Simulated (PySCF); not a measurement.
# TDDFT beside published excitation energies

Published values to compare with (the computed states carry no symmetry labels, so the two lists aren't matched line by line):

```json
{"state": "3B1(σ→π*)", "E (eV)": "2.48", "f": "", "kind of transition": "vertical absorption", "source": "[1]"}
{"state": "1B1(σ→π*)", "E (eV)": "3.91", "f": "0.031", "kind of transition": "vertical absorption", "source": "[1]"}
```

[1] computed, theoretical best estimate (aug-cc-pVTZ, frozen core, CC3 geometry), gas; Veril, Scemama, Caffarel, Lipparini, Boggio-Pasqua, Jacquemin, Loos, WIREs Comput. Mol. Sci. 2021, 11, e1517 (QUESTDB)

Species: SiCl₂ (singlet state).
SMILES: `Cl[Si]Cl`

Level of theory: TDDFT CAM-B3LYP/def2-SVPD, vertical, gas phase, core orbitals frozen in the response in PySCF 2.14.0, density-fitted response routines. Isolated species at its PBE0-D3(BJ)/def2-SVP geometry, gas phase.

Computed singlets: 3.89 eV (f 0.030); 5.05 eV (f 0.000); 5.89 eV (f 0.018); 6.45 eV (f 0.009); 6.63 eV (f 0.034); 6.99 eV (f 0.310); 7.01 eV (f 0.224); 7.36 eV (f 0.000); 7.71 eV (f 0.000); 8.03 eV (f 0.061). Computed triplets (Tamm–Dancoff): 2.37, 4.91, 5.17, 5.27 eV.

**Question.** How does the lowest computed triplet compare with the best estimate listed for the lowest triplet (vertical absorption)?

**Answer.** 2.37 eV against 2.48 eV for 3B1(σ→π*) [1]: a difference of -0.11 eV. Geometry and basis of the two calculations needn't be the same.

All these states lie below the vertical ionisation energy of 10.23 eV (ΔSCF).
